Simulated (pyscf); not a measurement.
This saddle point was located with ωB97X-D3(BJ)/def2-SVP in PySCF.

```
Ta
N 1 1.8818
H 2 1.0136 1 144.94
H 2 1.3167 3 129.95 1 -159.54
O 4 1.2068 2 139.62 3 165.08
H 5 0.9638 4 113.15 2 115.35
N 1 1.9850 2 111.27 3 110.61
H 7 1.0171 1 125.93 2 -4.22
H 7 1.0183 8 109.60 1 -170.74
N 1 1.9873 2 106.41 3 3.04
H 10 1.0166 1 125.29 2 104.37
H 10 1.0181 11 109.53 1 172.60
N 1 2.0012 2 120.39 3 -102.85
H 13 1.0156 1 126.18 2 128.79
H 13 1.0164 14 111.61 1 173.53
```
Charge 0, spin multiplicity 1.

Surface: singlet, charge 0. Lowest wavenumbers (cm⁻¹): 1430i, 107, 119, 168, 185.

**Question.** Name the species on either side of this saddle.

**Answer.** HN=Ta(NH₂)(NH₂)–NH₂ + water (H₂O) ⇌ H₂N–Ta(NH₂)(NH₂)(NH₂)–OH, an addition across a multiple bond or ene-type step read from left to right: H–O broken and H–N, O–Ta formed. At ωB97M-D3(BJ)/def2-TZVP it lies +3.0 kcal/mol from the left side and +36.3 kcal/mol from the right (each side as separated species at their lowest minima found). On the reactant side the descent ends in an adduct with a O–Ta contact, 10.7 kcal/mol under the separated species and 12.0 kcal/mol under the saddle at ωB97X-D3(BJ)/def2-TZVP. What is counted as formed (O–Ta) is already present as a longer contact in the reactant adduct; forming that adduct is a step of its own. This is the saddle that the search found; another between the same sides may lie lower. Elements past Kr carry the def2 core potentials, without spin-orbit coupling.
